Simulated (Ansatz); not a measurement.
Cartesian coordinates in Å:
```
O 0.3291 0.0206 1.0423
B 0.1315 -0.1394 -0.2974
O -0.9707 0.3944 -0.8733
H 1.1350 -0.3918 1.3567
H 0.9027 -0.7395 -0.9904
H -1.5276 0.8557 -0.2379
```

Total charge 0; spin multiplicity 1.

(1) List the ωB97M-V/def2-TZVPP orbital energies in eV (Ansatz 0.2.0). (Estimate.)

## Answers

(1) The calculation gave: Occupied: -526.55, -526.36, -188.70, -31.96, -31.04, -18.68, -17.89, -15.08, -13.79, -13.24, -12.01, -11.88. Lowest empty: 2.23, 2.69, 2.79, 3.77, 4.83, 5.27, 5.63, 7.20.
